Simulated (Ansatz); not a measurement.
# Si2P (doublet): B2PLYP over vertical spin and charge gaps, def2-QZVPP

How well do these functionals follow the top wave-function level for Si2P (doublet) over vertical spin and charge gaps?

The runs use Ansatz 0.2.0, Gaussian basis; def2-QZVPP, all electrons in the functionals, frozen cores in the correlation of double hybrids and RPA.

Plan: B2PLYP, at charge 0, doublet; charge 0, quartet; charge 1, singlet; charge 1, triplet.

5 further runs of the same task are left out: 1 that didn't finish, 4 set aside as unsound or not needed.

## 1. The system

The geometry is a PBE0/def2-TZVP stationary point (not a proven minimum).

3 atoms, charge 0, spin multiplicity 2.

Atoms are counted from 1 here; the program's logs count them from 0.

Bond lengths: Si1–P2 2.098 Å, P2–Si3 2.098 Å. Angles: Si1–P2–Si3 117.5°.

No dispersion term is added.

The geometry shown and the zero of energy belong to the point charge 0, doublet. The yardstick, UCCSD(T), and other wave-function levels (R restricted, U unrestricted, valence and pair active spaces) come from earlier runs.

## 2. B2PLYP, charge 0, doublet

Input file in.yaml:

```yaml
crystal:
  periodic: [false, false, false]
  atoms:
    - {symbol: Si, position_ang: [0.000000, -0.386578, 1.794001]}
    - {symbol: P, position_ang: [0.000000, 0.701061, 0.000000]}
    - {symbol: Si, position_ang: [0.000000, -0.386578, -1.794001]}
basis:
  gaussian: {orbitals: "def2-QZVPP.json"}
magnetization: {spin_polarized: true, initial_magnetization: 1}
hamiltonian: {xc: {name: B2PLYP}}
correlation: {electrons: outside_noble_gas}
```

On the command line:

```sh
$ ansatz run in.yaml --threads 1 --pin off --events-out ev --progress --plain --max-ram 2393MiB
```

Output:

```text
Functional definition: B2PLYP
  name "B2PLYP"
  cite "Grimme, J. Chem. Phys. 124, 034108 (2006) doi:10.1063/1.2148954"
  cite "Becke, Phys. Rev. A 38, 3098 (1988) doi:10.1103/PhysRevA.38.3098"
  cite "Lee, Yang & Parr, Phys. Rev. B 37, 785 (1988) doi:10.1103/PhysRevB.37.785"
  parameter a = 0.53
  parameter c = 0.27
  exchange = (1 - a)*b88_x + a*exact_x
  correlation = (1 - c)*lyp_c + c*(mp2_os + mp2_ss)
1249 factors; integrals over basis functions are off by at most 5.1e-4 eV
mean field evaluation 1: about -25027.8493 eV, gradient 1.5e1 eV
mean field evaluation 2: about -25027.9421 eV, gradient 1.5e1 eV
mean field evaluation 4: about -25029.4808 eV, gradient 2.3e0 eV
mean field evaluation 8: about -25029.5684 eV, gradient 2.5e-1 eV
mean field evaluation 16: about -25029.5720 eV, gradient 3.8e-3 eV
mean field evaluation 32: about -25029.2130 eV, gradient 2.5e0 eV
mean field -25029.57201467 eV, -919.8198058859 hartree, gradient 4.6e-6 eV, S^2 0.852405; 6 other end points of the search recorded, 0 dependent functions left out
15 core orbitals not correlated: weight in the atoms' cores, before any rotation towards them, 1.000 or more for the frozen orbitals, at most 0.000 for the correlated occupied ones
reference -25029.57214218 eV, -919.8198105718 hartree; 7, 6 occupied and 188, 189 virtual orbitals, 1249 factors
second order -12.00616982 eV of doubles, -0.00000000 eV of singles
Total energy: -25032.81380803 eV, -919.9389395945 hartree
```

Wall time 38 s (1 thread of Arm Neoverse V1, shared host); peak memory 0.56 GiB.

From the report: ⟨S²⟩ of the determinant 0.852 (pure doublet: 0.75).

## 3. B2PLYP, charge 0, quartet

in.yaml: that of step 2 with these lines changed.

```diff
@@ -8,3 +8,3 @@
   gaussian: {orbitals: "def2-QZVPP.json"}
-magnetization: {spin_polarized: true, initial_magnetization: 1}
+magnetization: {spin_polarized: true, initial_magnetization: 3}
 hamiltonian: {xc: {name: B2PLYP}}
```

Launched as before.

Output, shortened:

```text
Functional definition: B2PLYP
  name "B2PLYP"
  cite "Grimme, J. Chem. Phys. 124, 034108 (2006) doi:10.1063/1.2148954"
  cite "Becke, Phys. Rev. A 38, 3098 (1988) doi:10.1103/PhysRevA.38.3098"
  cite "Lee, Yang & Parr, Phys. Rev. B 37, 785 (1988) doi:10.1103/PhysRevB.37.785"
[...]
1249 factors; integrals over basis functions are off by at most 5.1e-4 eV
[...]
mean field -25027.42588961 eV, -919.7409372447 hartree, gradient 4.9e-6 eV, S^2 3.862551; 10 other end points of the search recorded, 0 dependent functions left out
15 core orbitals not correlated: weight in the atoms' cores, before any rotation towards them, 1.000 or more for the frozen orbitals, at most 0.000 for the correlated occupied ones
reference -25027.42601709 eV, -919.7409419295 hartree; 8, 5 occupied and 187, 190 virtual orbitals, 1249 factors
second order -11.20944334 eV of doubles, -0.00000000 eV of singles
Total energy: -25030.45256680 eV, -919.8521655796 hartree
```

Wall time 94 s (1 thread of Arm Neoverse V1, shared host); peak memory 0.64 GiB.

From the report: ⟨S²⟩ of the determinant 3.863 (pure quartet: 3.75).

From charge 0, doublet: +227.8 kJ/mol.

## 4. B2PLYP, charge 1, singlet

in.yaml: that of step 3 with these lines changed.

```diff
@@ -8,3 +8,4 @@
   gaussian: {orbitals: "def2-QZVPP.json"}
-magnetization: {spin_polarized: true, initial_magnetization: 3}
+total_charge: 1
+magnetization: {spin_polarized: true, initial_magnetization: 0}
 hamiltonian: {xc: {name: B2PLYP}}
```

The command is unchanged.

Output, shortened:

```text
Functional definition: B2PLYP
  name "B2PLYP"
  cite "Grimme, J. Chem. Phys. 124, 034108 (2006) doi:10.1063/1.2148954"
  cite "Becke, Phys. Rev. A 38, 3098 (1988) doi:10.1103/PhysRevA.38.3098"
  cite "Lee, Yang & Parr, Phys. Rev. B 37, 785 (1988) doi:10.1103/PhysRevB.37.785"
[...]
1249 factors; integrals over basis functions are off by at most 5.1e-4 eV
[...]
mean field -25022.89207520 eV, -919.5743226383 hartree, gradient 4.3e-6 eV, S^2 0.000000; 6 other end points of the search recorded, 0 dependent functions left out
15 core orbitals not correlated: weight in the atoms' cores, before any rotation towards them, 1.000 or more for the frozen orbitals, at most 0.000 for the correlated occupied ones
reference -25022.89221111 eV, -919.5743276326 hartree; 6, 6 occupied and 189, 189 virtual orbitals, 1249 factors
second order -11.81781034 eV of doubles, -0.00000000 eV of singles
Total energy: -25026.08301990 eV, -919.6915876929 hartree
```

It took 31 s on 1 thread of Arm Neoverse V1, shared host; peak memory 0.55 GiB.

From the report: ⟨S²⟩ of the determinant 0.000 (pure singlet: 0.00).

From charge 0, doublet: +649.4 kJ/mol.

## 5. B2PLYP, charge 1, triplet

in.yaml: that of step 4 with these lines changed.

```diff
@@ -9,3 +9,3 @@
 total_charge: 1
-magnetization: {spin_polarized: true, initial_magnetization: 0}
+magnetization: {spin_polarized: true, initial_magnetization: 2}
 hamiltonian: {xc: {name: B2PLYP}}
```

The command is unchanged.

Output, shortened:

```text
Functional definition: B2PLYP
  name "B2PLYP"
  cite "Grimme, J. Chem. Phys. 124, 034108 (2006) doi:10.1063/1.2148954"
  cite "Becke, Phys. Rev. A 38, 3098 (1988) doi:10.1103/PhysRevA.38.3098"
  cite "Lee, Yang & Parr, Phys. Rev. B 37, 785 (1988) doi:10.1103/PhysRevB.37.785"
[...]
1249 factors; integrals over basis functions are off by at most 5.1e-4 eV
[...]
mean field -25020.96550377 eV, -919.5035224440 hartree, gradient 1.1e-6 eV, S^2 2.015106; 10 other end points of the search recorded, 0 dependent functions left out
15 core orbitals not correlated: weight in the atoms' cores, before any rotation towards them, 1.000 or more for the frozen orbitals, at most 0.000 for the correlated occupied ones
reference -25020.96564175 eV, -919.5035275147 hartree; 7, 5 occupied and 188, 190 virtual orbitals, 1249 factors
second order -10.26960852 eV of doubles, -0.00000000 eV of singles
Total energy: -25023.73843605 eV, -919.6054258258 hartree
```

It took 2.7 min on 1 thread of Arm Neoverse V1, shared host; peak memory 0.74 GiB.

From the report: ⟨S²⟩ of the determinant 2.015 (pure triplet: 2.00).

From charge 0, doublet: +875.6 kJ/mol.

## 6. The comparison

No level is safe as a reference over these points; UCCSD(T) serves as a yardstick only. It comes from earlier runs at the same points. Energies in kJ/mol, counted from charge 0, doublet; blanks weren't run or aren't comparable.

| level | doublet to quartet | ionisation to the singlet cation | ionisation to the triplet cation |
| --- | --- | --- | --- |
| UCCSD(T) |  |  | 890.3 |
| B2PLYP | 227.8 | 649.4 | 875.6 |

Largest miss and mean time a point (UCCSD(T) took 7 min a point; shared hosts):

| level | largest miss (kJ/mol) | where | time a point |
| --- | --- | --- | --- |
| B2PLYP | -14.6 | ionisation to the triplet cation | 82 s |

## 7. Results

| quantity | value |
| --- | --- |
| ionisation to the triplet cation, UCCSD(T) | 890.3 kJ/mol |
| largest miss, B2PLYP | -14.6 kJ/mol (ionisation to the triplet cation) |

What this shows: Misses are known at 1 of 3 points at best, and only functionals with that many are ranked. B2PLYP strays by up to 14.6 kJ/mol, at ionisation to the triplet cation. Functionals and the yardstick converge differently with the basis, so part of each miss in def2-QZVPP is the basis. The yardstick itself may be off where one determinant is a poor start.
